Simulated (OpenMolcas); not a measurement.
## How basis sets differ on ClF (chlorine monofluoride)

ClF: 2 atoms, total charge 0, spin state singlet. As SMILES, `FCl`. The coordinates come from a PBE0-D4/def2-TZVP relaxation.

| atom | x (Å) | y (Å) | z (Å) |
| --- | --- | --- | --- |
| F | 0.0000 | 0.0000 | 0.0313 |
| Cl | 0.0000 | 0.0000 | 1.6510 |

Each level gives the dipole moment (D). The values are calculated.

Measured value to compare with: NIST CCCBDB gives the dipole moment of the gas as 0.88 D.

```csv
level,kind,program,value (D),computed − measured
HF/ANO-XS-MB (DKH2),Hartree–Fock,OpenMolcas,1.57,+0.69
HF/STO-3G,Hartree–Fock,OpenMolcas,0.49,-0.39
HF/3-21G,Hartree–Fock,OpenMolcas,1.17,+0.29
HF/cc-pVTZ,Hartree–Fock,OpenMolcas,1.18,+0.30
```

Nearest: HF/3-21G (+0.29 D); farthest: HF/ANO-XS-MB (DKH2) (+0.69 D). The measured dipole is a vibrational average, so differences of a few hundredths of a debye mean little. Magnitudes only: a small dipole may point the other way at some levels. Sets without polarisation functions give poor dipoles.
